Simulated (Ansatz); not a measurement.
CH$_{4}$O$_{4}$, SMILES `OC(O)(O)O`, relaxed with RKS PBE-D4/def2-SVP in Ansatz 0.2.0 from a rough embedded geometry. The force threshold is 0.03 eV/Å; the program also tests the step.

Total charge 0; spin multiplicity 1.

Start:

```xyz
9

O    -0.543    0.149   -1.353
C    -0.129    0.032   -0.086
O    -0.713   -1.046    0.540
O    -0.421    1.183    0.691
O     1.225   -0.180   -0.048
H     0.308    0.012   -1.872
H    -1.511   -0.617    0.970
H     0.483    1.545    0.750
H     1.300   -1.078    0.407
```

Problem. How much energy does the relaxation release, and in how many steps? (Estimate.)

Solution. Ansatz gave: 11.24 kcal/mol, in 5 steps.

Problem. Which bonds change most? (Best estimate.)

Solution. Ansatz gave: O1–C2 from 1.338 to 1.395 Å; O5–H9 from 1.009 to 0.977 Å; O1–H6 from 1.006 to 0.977 Å; O3–H7 from 1.003 to 0.977 Å.

Problem. Give the relaxed structure. (Estimate.)

Solution. Computed: 
```xyz
9

O    -0.376    0.504   -1.249
C    -0.003    0.001   -0.003
O    -0.777   -1.071    0.447
O    -0.165    1.034    0.921
O     1.306   -0.466   -0.128
H    -0.035   -0.131   -1.909
H    -1.614   -0.683    0.768
H     0.194    1.836    0.495
H     1.469   -1.024    0.657
```
